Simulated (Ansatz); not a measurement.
## Ansatz (development build ahead of 0.2.0) run

```yaml
crystal:
  periodic: [false, false, false]
  atoms:
    - { symbol: Li, position_ang: [0.0, 0.0, 0.0] }
    - { symbol: H, position_ang: [2.48763, 0.0, 1.43623] }
    - { symbol: H, position_ang: [-1.95428, 0.0, 1.1283] }
basis:
  gaussian: { orbitals: "6-31G" }
magnetization:
  initial_magnetization: 1
hamiltonian:
  xc: hf
correlation:
  method: fci
  frozen_orbitals: { H: 0, Li: 0 }
```

The input is written out in the form of the current development build from the run's settings.

The run gave:

```json
{
 "Converged": "yes",
 "Total energy": "-8.48000 hartree",
 "State": "lowest doublet root, of any spatial symmetry"
}
```
